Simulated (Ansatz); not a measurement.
AlH2(CH2SiH3) (CH₇AlSi), relaxed as a singlet with RKS r2SCAN-D4/def2-TZVP in Ansatz, starting from the GFN2-xTB geometry. Force threshold 0.02 eV/Å.

Start:

Cartesian coordinates in Å:
```
Al -1.005 -0.901 -1.228
H -2.270 -0.247 -1.848
H -1.094 -2.451 -1.185
C 0.545 0.138 -0.552
Si 0.444 0.610 1.295
H 1.481 -0.419 -0.701
H 0.655 1.069 -1.126
H -0.753 1.425 1.534
H 0.367 -0.604 2.117
H 1.630 1.379 1.693
```

Q: Estimate the energy that the relaxation releases and the steps that it takes.

A: 0.09 eV, in 4 steps; 7.5 s on 4 threads of Arm Neoverse V1 on a shared host. No frequencies were taken in this run, so the end may be a saddle point.

Q: Does the start keep its bonding and symmetry?

A: By distances, no bond broke or formed. The bond that changes most is C4–Si5, from 1.91 to 1.87 Å (atoms count from 1). Point group Cs at the start, Cs at the end, both within 0.05 Å.

Q: Predict the relaxed structure.

A: 
```csv
atom,x (Å),y (Å),z (Å)
Al1,-0.997,-0.888,-1.209
H2,-2.252,-0.128,-1.813
H3,-0.991,-2.472,-1.109
C4,0.532,0.129,-0.564
Si5,0.438,0.593,1.243
H6,1.452,-0.452,-0.704
H7,0.628,1.060,-1.136
H8,-0.778,1.410,1.508
H9,0.348,-0.628,2.090
H10,1.620,1.376,1.695
```
Bond lengths: 1 × C–Si 1.87 Å; 1 × Al–C 1.95 Å; 3 × H–Si 1.49 Å; 2 × Al–H 1.59 Å; 2 × C–H 1.10 Å.
